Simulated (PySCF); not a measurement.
The isolated species `COC` (C2H6O) is ionised with Al Kα (hν = 1486.6 eV). Calculated photoelectron kinetic energies of its computed core levels, recoil neglected:

```
line  kinetic energy (eV)
   1              1194.33
   2               947.99
```

The calculation used delta-SCF UKS SCAN, pcX-2 on the ionised atom, pcseg-1 elsewhere, spin-free X2C (PySCF).

Convert to binding energies and name the level and atom behind each line. Numbering: `[CH3:1][O:2][CH3:3]`.

Against the vacuum level, binding energy = hν − kinetic energy.

| line | binding energy (eV) | level | atoms | environment |
| --- | --- | --- | --- | --- |
| 1 | 292.27 | C 1s | C1/C3 | methoxy carbon |
| 2 | 538.61 | O 1s | O2 | ether oxygen |

Where does line 2 move with hν = 1000.0 eV?

To 1000.0 − 538.61 = 461.39 eV; every photoline shifts by the change in photon energy, -486.6 eV.

Which photon energy gives electrons from O 1s of O2 (atom 2) a kinetic energy of 50 eV, and what is their de Broglie wavelength?

hν = 538.61 + 50 = 588.61 eV, recoil neglected; λ = 12.264 Å/√(E/eV) = 1.73 Å.

Other core shells, valence and Auger electrons aren't listed. Atoms equivalent by their bonding share one computed value, that of the first of them. Geometry: PBE0-D3(BJ)/def2-SVP; no solvent, vibrations or thermal averaging.

On one thread of an Arm Neoverse N1, no GPU (shared host), this took 14 s wall and 0.48 GiB of memory at its peak.
